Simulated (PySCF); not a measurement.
Deprotonation sites of ethenylcyclopropane

Molecule: ethenylcyclopropane, `C=CC1CC1` (C5H8). Numbering: `[CH2:1]=[CH:2][CH:3]1[CH2:4][CH2:5]1` These are map numbers, not IUPAC locants.

These are calculated values, PBE0-D3(BJ)/ma-def2-TZVP in PySCF (grid level 2) at geometries from PBE0-D3(BJ)/ma-def2-SVP. Thermal corrections: PBE0-D3(BJ)/ma-def2-SVP frequencies, unscaled, ideal gas at 298.15 K and 1 bar, quasi-RRHO entropy.

| site | product | ΔH(acid) / kcal/mol | ΔG(acid) / kcal/mol | gas share | above best in acetone / kcal/mol |
| --- | --- | --- | --- | --- | --- |
| C3 (allylic carbon) | `C=C[C-]1CC1` | 393.0 | 385.2 | > 99.9 % | 0.00 |
| C2 (alkene carbon) | `C=[C-]C1CC1` | 401.9 | 394.3 | < 0.1 % | 3.51 |
| C4 (methylene carbon) | `C=CC1[CH-]C1` | 405.3 | 397.6 | < 0.1 % | 7.29 |
| C1 (alkene carbon) | `[CH-]=CC1CC1` | 406.3 | 398.7 | < 0.1 % | 4.49 |

ΔH and ΔG refer to AH → A⁻ + H⁺ in the gas phase. Shares are Boltzmann weights among the listed products; an error of 10 kJ/mol changes a ratio about 56-fold. Sites whose products fell apart, merged with another or lost in a GFN2-xTB screen aren't listed. Values in solvent are IEF-PCM free energies relative to the most favourable product.

Of the listed sites C3 (allylic carbon) is favoured in the gas phase, 9.2 kcal/mol ahead of C2 in free energy.

In acetone the product from C3 is solvated 50.7 kcal/mol more strongly than the parent (electrostatics only).

Measured values (NIST Chemistry WebBook, evaluated or the median of agreeing entries): deprotonation enthalpy (ΔH) 1647 kJ/mol (computed 1644, difference -3); gas-phase acidity (ΔG) 1617 kJ/mol (computed 1612, difference -5). These are compared with the most favourable site that keeps the skeleton.

Note: the order of C4 and C1 is undecided: the gaps lie inside the method's error (some 10 kJ/mol, one structure a species); one E/Z form of each vinyl-type anion was tried, and another may lie lower.

Differences come from unrounded values, so a last digit can differ from that of the printed terms.
